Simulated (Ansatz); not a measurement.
Results of r²SCAN+SOC (Ansatz, a program for electronic structure, plane waves, PAW) for cubic perovskite BaTiO3 (cubic high-temperature phase).

Settings: plane-wave cutoff 560 eV, 8×8×8 k mesh, Fermi–Dirac smearing 0.01 eV, PAW data made under PBE.

Computed points:

```json
[
 {"V (Å³/atom)": "11.978", "E − E_lowest (meV/atom)": "28.95", "P (GPa)": "12.83"},
 {"V (Å³/atom)": "12.233", "E − E_lowest (meV/atom)": "12.39", "P (GPa)": "8.08"},
 {"V (Å³/atom)": "12.488", "E − E_lowest (meV/atom)": "2.98", "P (GPa)": "3.82"},
 {"V (Å³/atom)": "12.743", "E − E_lowest (meV/atom)": "0.00", "P (GPa)": "0.00"},
 {"V (Å³/atom)": "12.997", "E − E_lowest (meV/atom)": "2.77", "P (GPa)": "-3.42"},
 {"V (Å³/atom)": "13.252", "E − E_lowest (meV/atom)": "10.70", "P (GPa)": "-6.49"},
 {"V (Å³/atom)": "13.507", "E − E_lowest (meV/atom)": "23.25", "P (GPa)": "-9.24"}
]
```

Q: Estimate the bulk modulus and its pressure derivative from these points.

A: V0 = 12.743 Å³/atom, B0 = 181 GPa, B′ = 4.5 (fit to the energies at full precision).

Measured, for comparison: bulk modulus 162 GPa (temperature not stated, no zero-point or thermal correction, our sources range from 162 to 173; as tabulated in Matsushita et al. (2011), arXiv:1104.2769). Computed (rounded) less measured: bulk modulus +12 % (+5 % to +12 % over the range).

Note: the relaxation could not lower the start's symmetry, so the cell can be a saddle point above a distorted one.

Computed values are for the static lattice.

Cost on a shared machine: around 12 core-minutes (rough).
